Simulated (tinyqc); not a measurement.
Extended Hueckel theory, for BH3, step by step. One step of it, computed by the program tinyqc.

Task: Wolfsberg-Helmholz matrix. H_ij = K' S_ij (H_ii + H_jj)/2 for i != j (the diagonal keeps H_ii), with K' = 1.5.

overlap S, lower triangle:
```
,1B 2s,1B 2px,1B 2py,1B 2pz,2H 1s,3H 1s,4H 1s
1B 2s,1.000000
1B 2px,0.000000,1.000000
1B 2py,0.000000,0.000000,1.000000
1B 2pz,0.000000,0.000000,0.000000,1.000000
2H 1s,0.488983,0.532140,0.000000,-0.012084,1.000000
3H 1s,0.488748,-0.266107,0.460655,-0.012075,0.092553,1.000000
4H 1s,0.488748,-0.266107,-0.460655,-0.012075,0.092553,0.092551,1.000000
```

diagonal H_ii (eV): 1B 2s -15.200000, 1B 2px -8.500000, 1B 2py -8.500000, 1B 2pz -8.500000, 2H 1s -13.600000, 3H 1s -13.600000, 4H 1s -13.600000

K = 1.500000

Give: H.

Result:

H (eV), lower triangle:
```
,1B 2s,1B 2px,1B 2py,1B 2pz,2H 1s,3H 1s,4H 1s
1B 2s,-15.200
1B 2px,0.000,-8.500
1B 2py,0.000,0.000,-8.500
1B 2pz,0.000,0.000,0.000,-8.500
2H 1s,-10.562,-8.820,0.000,0.200,-13.600
3H 1s,-10.557,4.411,-7.635,0.200,-1.888,-13.600
4H 1s,-10.557,4.411,7.635,0.200,-1.888,-1.888,-13.600
```
